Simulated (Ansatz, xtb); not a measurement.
AlH6Si2: where a starting geometry ends

The starting geometry of this gas-phase doublet has its atoms placed at random.

```xyz
9

Al   -0.0627    0.8335    0.9029
Si   -2.3179   -0.0020   -0.3796
Si   -0.6638   -1.5614   -0.5850
H     0.8690    2.2224    0.3280
H     0.8876   -1.4650    0.2997
H    -1.9104    1.1355   -0.4031
H     0.9021    0.8631    2.0248
H     0.8585   -1.8748   -1.0325
H     1.1300   -0.3818    0.0314
```

Q: One run relaxed it with r2SCAN-D4/def2-SVP. What is a likely outcome?

A: It falls apart into AlH4Si2 + H2. Distances that change by over a tenth: Al1–H4 (1.77 → 1.59 Å), Al1–H9 (1.91 → 2.90 Å), Si2–H6 (1.21 → 1.52 Å), Si3–H5 (1.79 → 3.46 Å). Contacts that close: Al1–Si2 (2.73 → 2.44 Å), H5–H9 (1.14 → 0.76 Å).

The energy falls by 5.33 eV over 19 steps:

```json
{"step": "1", "E − E(last) (eV)": "5.330"}
{"step": "3", "E − E(last) (eV)": "1.836"}
{"step": "5", "E − E(last) (eV)": "1.049"}
{"step": "7", "E − E(last) (eV)": "0.483"}
{"step": "9", "E − E(last) (eV)": "0.163"}
{"step": "11", "E − E(last) (eV)": "0.045"}
{"step": "13", "E − E(last) (eV)": "0.027"}
{"step": "15", "E − E(last) (eV)": "0.004"}
{"step": "17", "E − E(last) (eV)": "0.000"}
{"step": "19", "E − E(last) (eV)": "0.000"}
```

Final geometry (Å):

```yaml
atoms:
  - { symbol: Al, position_ang: [-0.0559, 0.8630, 1.0110] }
  - { symbol: Si, position_ang: [-2.1544, 0.5053, -0.1727] }
  - { symbol: Si, position_ang: [-1.0337, -1.4004, -0.3180] }
  - { symbol: H, position_ang: [0.9127, 2.0323, 0.5352] }
  - { symbol: H, position_ang: [2.2865, -0.8563, 0.5007] }
  - { symbol: H, position_ang: [-2.2372, 0.8956, -1.6346] }
  - { symbol: H, position_ang: [0.0866, 0.1593, 2.4300] }
  - { symbol: H, position_ang: [-0.6802, -2.2612, -1.5057] }
  - { symbol: H, position_ang: [2.5678, -0.1680, 0.3405] }
```

From the same start GFN2-xTB ends elsewhere, differing in Al1–Si3 (4.49 against 2.80 Å here), Al1–H9 (1.59 against 2.90 Å here), Si3–H5 (1.47 against 3.46 Å here), H5–H9 (5.12 against 0.76 Å here).

From so rough a start the end depends on the optimiser's path, so another program may land elsewhere. No frequencies were run, so the end isn't proven a minimum. Open shells are spin-unrestricted. Run with Ansatz 0.2.0, 96 s on 2 threads of Intel(R) Xeon(R) Platinum 8259CL CPU @ 2.50GHz (Skylake/Cascade Lake), with other jobs on the host.
